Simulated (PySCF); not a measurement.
PySCF input (M06-2X/6-311+G**):

```python
from pyscf import gto, dft

mol = gto.M(
    atom='''
    C     1.18117604   -0.36779598    0.01854416
    C    -0.00115998    0.51798809   -0.05691682
    O    -1.20555268   -0.12470547    0.10015001
    H    -1.92525557    0.50464161   -0.01377086
    H    -0.00116302    1.40815434   -0.67836497
    H     2.09806429    0.22204659   -0.00681776
    H     1.17235960   -0.95240933    0.94267001
    H     1.22031985   -1.08594199   -0.81468055
    ''',
    basis='6-311+g**',
    charge=0,
    spin=1,
    verbose=4,
)

mf = dft.UKS(mol, xc='m062x')
mf.grids.level = 4
mf.conv_tol = 1e-9
mf.max_cycle = 100
mf.max_memory = 1500
mf.kernel()
if not mf.converged:
    mf = mf.newton()
    mf.kernel(mf.make_rdm1())
mo, _, stable, _ = mf.stability(return_status=True)
if not stable:
    mf.kernel(mf.make_rdm1(mo, mf.mo_occ))
    stable = mf.stability(return_status=True)[2]
mf.dip_moment()
```

From the last part of the output:

```

cycle= 1 E= -154.30279499108  delta_E= 0.294  |g|= 0.355  |ddm|= 1.47
  alpha nocc = 13  HOMO = -0.190606154897605  LUMO = 0.014722313984057
  beta  nocc = 12  HOMO = -0.331811951202265  LUMO = 0.00607690224804418
  HOMO = -0.190606154898  LUMO = 0.00607690224804  gap/eV = 5.35202
cycle= 2 E= -154.294391196895  delta_E= 0.0084  |g|= 0.414  |ddm|= 0.557
  alpha nocc = 13  HOMO = -0.217172352939535  LUMO = 0.0116774242938386
  beta  nocc = 12  HOMO = -0.409356667701357  LUMO = -0.00113320747742064
  HOMO = -0.21717235294  LUMO = -0.00113320747742  gap/eV = 5.87872
cycle= 3 E= -154.3529801186  delta_E= -0.0586  |g|= 0.0411  |ddm|= 0.295
  alpha nocc = 13  HOMO = -0.222487702086884  LUMO = 0.0141527219567387
  beta  nocc = 12  HOMO = -0.40764377118741  LUMO = -0.000462305650341605
  HOMO = -0.222487702087  LUMO = -0.000462305650342  gap/eV = 6.04162
cycle= 4 E= -154.353728622891  delta_E= -0.000749  |g|= 0.0158  |ddm|= 0.0389
  alpha nocc = 13  HOMO = -0.222298037750242  LUMO = 0.0152846197933846
  beta  nocc = 12  HOMO = -0.406226366183711  LUMO = 0.0013781183455963
  HOMO = -0.22229803775  LUMO = 0.0013781183456  gap/eV = 6.08654
cycle= 5 E= -154.353897511248  delta_E= -0.000169  |g|= 0.00563  |ddm|= 0.0163
  alpha nocc = 13  HOMO = -0.223682716048575  LUMO = 0.0155396446046863
  beta  nocc = 12  HOMO = -0.406529197724605  LUMO = 0.00156155377199761
  HOMO = -0.223682716049  LUMO = 0.001561553772  gap/eV = 6.12921
cycle= 6 E= -154.353930437642  delta_E= -3.29e-05  |g|= 0.00162  |ddm|= 0.0093
  alpha nocc = 13  HOMO = -0.224008595704571  LUMO = 0.0158073764698588
  beta  nocc = 12  HOMO = -0.406370824474276  LUMO = 0.00175584378861022
  HOMO = -0.224008595705  LUMO = 0.00175584378861  gap/eV = 6.14336
cycle= 7 E= -154.353935388353  delta_E= -4.95e-06  |g|= 0.000441  |ddm|= 0.00494
  alpha nocc = 13  HOMO = -0.224094112207258  LUMO = 0.0158241236133917
  beta  nocc = 12  HOMO = -0.406418399964077  LUMO = 0.00175858247362179
  HOMO = -0.224094112207  LUMO = 0.00175858247362  gap/eV = 6.14576
cycle= 8 E= -154.353935770556  delta_E= -3.82e-07  |g|= 0.000142  |ddm|= 0.00156
  alpha nocc = 13  HOMO = -0.224095251866032  LUMO = 0.0158333816990857
  beta  nocc = 12  HOMO = -0.406426842821362  LUMO = 0.0017539032768187
  HOMO = -0.224095251866  LUMO = 0.00175390327682  gap/eV = 6.14567
cycle= 9 E= -154.353935805902  delta_E= -3.53e-08  |g|= 4.38e-05  |ddm|= 0.000692
  alpha nocc = 13  HOMO = -0.224091141246188  LUMO = 0.0158325074509533
  beta  nocc = 12  HOMO = -0.406431231901226  LUMO = 0.00175571207024841
  HOMO = -0.224091141246  LUMO = 0.00175571207025  gap/eV = 6.14561
cycle= 10 E= -154.353935808655  delta_E= -2.75e-09  |g|= 1.06e-05  |ddm|= 0.000159
  alpha nocc = 13  HOMO = -0.224092628590356  LUMO = 0.0158322207847575
  beta  nocc = 12  HOMO = -0.4064336661214  LUMO = 0.00175453741068577
  HOMO = -0.22409262859  LUMO = 0.00175453741069  gap/eV = 6.14561
cycle= 11 E= -154.353935808792  delta_E= -1.37e-10  |g|= 3.28e-06  |ddm|= 3.49e-05
  alpha nocc = 13  HOMO = -0.224091774526919  LUMO = 0.0158324414122588
  beta  nocc = 12  HOMO = -0.406432820246047  LUMO = 0.00175499608248927
  HOMO = -0.224091774527  LUMO = 0.00175499608249  gap/eV = 6.14560
Extra cycle  E= -154.353935808802  delta_E= -9.44e-12  |g|= 2.28e-06  |ddm|= 6.99e-06
converged SCF energy = -154.353935808802  <S^2> = 0.75454174  2S+1 = 2.0045366
uhf_internal: lowest eigs of H = [0.27042768 0.35588479 0.37136804]
<class 'pyscf.dft.uks.UKS'> wavefunction is stable in the internal stability analysis
Dipole moment(X, Y, Z, Debye): -0.19922,  1.23899, -0.72065
```
